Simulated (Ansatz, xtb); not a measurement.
Isomers of C2H2P+ in order of energy

3 gas-phase structures of C2H2P+, found in a search over its isomers (lower ones may exist). Each was relaxed with GFN2-xTB:

A. a singlet given by its coordinates
B. `[CH+]=C=P`, a singlet
C. a singlet given by its coordinates

C (Å):

```xyz
5

C    -0.9259   -1.1796    0.9952
C     0.2054   -1.8102    0.6206
P    -0.4191   -0.7506   -0.6228
H    -1.6219   -1.0766    1.8052
H     0.9480   -2.5090    0.9545
```

Close contacts (Å): C1–C2 1.35, C1–P3 1.75, C2–P3 1.75, C1–H4 1.07, C2–H5 1.07.

A (Å):

```csv
atom,x (Å),y (Å),z (Å)
C,-0.6828,-0.9400,0.7951
C,0.0024,-2.0523,0.6889
P,0.8384,-3.4175,0.5703
H,-1.6065,-0.8811,1.3642
H,-0.3695,-0.0151,0.3203
```

Close contacts (Å): C1–C2 1.31, C2–P3 1.61, C1–H4 1.09, C1–H5 1.09.

Question: Make a reasoned guess at their ranking by r2SCAN-D4/def2-SVP single-point energy.

Answer: Calculated order at r2SCAN-D4/def2-SVP: C (0.000), A (0.796), B (1.747) eV.

Energies above the lowest of each column, in eV; the last columns are at PBE0-D3(BJ)/def2-SVP geometries:

| structure | GFN2-xTB | HF/STO-3G | r2SCAN-D4/def2-SVP | PBE0-D3(BJ)/def2-SVP | CCSD(T)/def2-TZVPP |
| --- | --- | --- | --- | --- | --- |
| C | 0.000 | 0.000 | 0.000 | 0.000 | 0.000 |
| A | 0.255 | 1.012 | 0.796 | 0.913 | 0.824 |
| B | 0.666 | 1.708 | 1.747 | 1.849 | 1.672 |

Every level run on C puts it lowest or level with the lowest. Large T1 diagnostics make some coupled-cluster values less sure.

Programs: Ansatz 0.2.0, xtb 6.7.1.
